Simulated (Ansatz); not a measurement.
All numbers were calculated with Ansatz.

A structure relaxed at PBE0-D4/def2-TZVP, charge 0, multiplicity 1:

```tsv
atom	x (Å)	y (Å)	z (Å)
Al1	0.055	-0.303	1.015
B2	-0.126	0.506	-0.946
Cl3	0.281	-0.544	-2.292
H4	-1.171	-1.053	1.697
H5	1.433	-0.209	1.804
H6	-0.472	1.603	-1.278
```

Task: Give its formula and SMILES.

Result: AlBClH3, `[AlH2][BH]Cl`.

Task: Point group (tolerance 0.08 Å, 0.16 Å for H)?

Result: Cs.

Task: Summarise the bond lengths by kind.

Result: 1 × Al–B 2.129 Å; 2 × Al–H 1.591 Å; 1 × B–Cl 1.756 Å; 1 × B–H 1.197 Å.
